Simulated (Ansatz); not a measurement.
AlP⁺, doublet in 6-31G: errors against full CI

Geometry: that of the AlP, singlet, kept fixed.

| atom | x (Å) | y (Å) | z (Å) |
| --- | --- | --- | --- |
| Al | 0.0000 | 0.0000 | 0.0000 |
| P | 0.0000 | 0.0000 | 2.0726 |

Basis 6-31G; Ansatz 0.2.0. Only valence electrons are correlated (noble-gas cores frozen), which leaves 7 electrons in 16 orbitals. R marks a restricted (for open shells ROHF) determinant, U an unrestricted one. Active spaces: valence = (7e, 8o) chosen from the atoms' valence shells.

Full CI is exact within this basis and frozen core; it isn't the basis-set limit. The frozen core follows each run's orbitals, which can shift R against U totals by a few meV.

For open shells CISD and CISDTQ are restricted-active-space CI with the open shells as a complete middle space.

```
UHF ⟨S²⟩                          : 1.772
T1 diagnostic (RCCSD)             : 0.0569
largest doubles amplitude (RCCSD) : 0.203
T1 diagnostic (UCCSD)             : 0.0349
```

```json
{"level": "RMP2", "E − E(RHF) (eV)": "-2.1330"}
{"level": "RCCSD", "E − E(RHF) (eV)": "-2.7643"}
{"level": "RCCSD(T)", "E − E(RHF) (eV)": "-2.8997"}
```

(1) Estimate how far full CI in 6-31G lies from RCCSD(T). The table doesn't fix it; the size of (T) and the diagnostics are the guide.

(1) Full CI in 6-31G lies 44 meV below RCCSD(T), which is 33 % of the (T) step (-135 meV). T1 is raised, a doubles amplitude is large, and the rest is a large part of (T). The miss exceeds 1 kcal/mol.

The other levels:

```csv
level,E − E(full CI) (meV),share of correlation (%),wall time
UHF†,1531,–,–
UMP2†,518,–,–
CISD,324,88.98,1.4 s
UCCSD*†,-64,–,–
UCCSD(T)*†,-204,–,5.5 s
BCCD(T),56,98.10,3.3 s
RCCSDT,5,99.82,–
UCCSDT*†,311,–,–
CISDTQ,14,99.54,3.6 s
RCCSDT(Q),1,99.96,7 s
UCCSDT(Q)*†,292,–,12 s
RCCSDTQ,0,100.01,28 s
UCCSDTQ*†,291,–,54 s
CASSCF (valence space),457,84.48,–
NEVPT2 (valence space),131,95.56,4.4 s
MRCISD (valence space),9,99.69,–
MRCISD+Q (valence space),3,99.90,5.5 s
```

An asterisk marks runs whose energy the program itself flagged as in doubt. A dagger marks rows that describe another state than the reference (another or a broken symmetry, a higher spin or other natural occupations), so the difference isn't the method's error.

The correlation energy at full CI, counted from RHF, is -2.944 eV. That run took 8 s on 1 thread of Arm Neoverse N1, shared host over 254,800 determinants.

Times hold each run's SCF and search for its determinant on a shared host, so for small cases they say little of a method's own cost; they ran on 1 thread of Arm Neoverse N1.

The full-CI state has the irrep B2 of C2v, in the program's axes (one component, if the state is degenerate).

Natural occupations of full CI about the gap: 1.978 1.892 1.805 0.980 0.177 0.100 0.035 0.014 0.005 0.005; effectively unpaired electrons, Σ n²(2−n)², 1.31.
